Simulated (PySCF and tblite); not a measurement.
CH3CH2CF2CH3, C₄H₈F₂, numbered as in [CH3:1][CH2:2][C:3]([CH3:4])([F:5])[F:6]. Geometries PBE0-D3(BJ)/def2-SVP; weights from PBE0-D3(BJ)/def2-TZVP (IEF-PCM, chloroform) energies and GFN2-xTB thermal corrections, with symmetry numbers and mirror pairs. Conformers within 3 kcal/mol (GFN2-xTB free energy) were kept, 8 at most. GIAO shieldings: PBE0/pcSseg-1 (IEF-PCM, chloroform). Couplings: B3LYP/pcJ-1 (gas phase; spin-dipole term only for pairs with B, N, F, Si or P). Shifts are against TMS (¹H), TMS (¹³C), CFCl3 (¹⁹F) at the same level. Programs: PySCF with density fitting and tblite.

Torsions listed: C1–C2–C3–F5. Of a mirror pair one member is shown.

Two conformers hold nearly all the population. I: 58°; δ(C4) = 26.60 ppm. II: -61°; δ(C4) = 22.89 ppm. The average over the ensemble at 298.15 K is 24.32 ppm.

Task: What populations and free-energy difference follow from a two-state model?

Result: p(I) = (24.32 − 22.89)/(26.60 − 22.89) = 0.39, so K = p(II)/p(I) = 1.59 and G(II) − G(I) = −RT ln K = -0.28 kcal/mol. One of the two counts twice, as a mirror pair, which this difference holds. The weights computed directly are 38.7 % and 61.3 %.
